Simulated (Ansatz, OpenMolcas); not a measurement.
A ladder of methods for CH3BCl (SMILES C[B]Cl)

CH3BCl: 6 atoms, total charge 0, spin state doublet. As SMILES, `C[B]Cl`. Geometry: relaxed at PBE0-D4/def2-TZVP.

Each level gives the vertical energy of the quartet above the doublet (eV). The values are calculated.

```
               level                   kind     program  value (eV)  CPU time (all runs)
     UHF/aug-cc-pVDZ           Hartree–Fock      Ansatz        5.97                 29 s
    UPBE/aug-cc-pVDZ                    GGA  OpenMolcas        5.79                 96 s
  UM06-L/aug-cc-pVDZ               meta-GGA  OpenMolcas        6.04                2 min
   UTPSS/aug-cc-pVDZ               meta-GGA  OpenMolcas        5.83              1.9 min
   UPBE0/aug-cc-pVDZ          global hybrid  OpenMolcas        6.04                 88 s
 UB2PLYP/aug-cc-pVDZ          double hybrid      Ansatz        6.32                 77 s
RPA@PBE0/aug-cc-pVDZ                    RPA      Ansatz        6.13                 79 s
    UMP2/aug-cc-pVDZ    perturbation theory      Ansatz        6.63                 38 s
   UCCSD/aug-cc-pVDZ  coupled cluster or CI      Ansatz        6.35              3.4 min
```

The values span 5.79 to 6.63 eV. CPU times are rough (shared hosts, several kinds of processor): they show what a rung costs within a factor of a few.
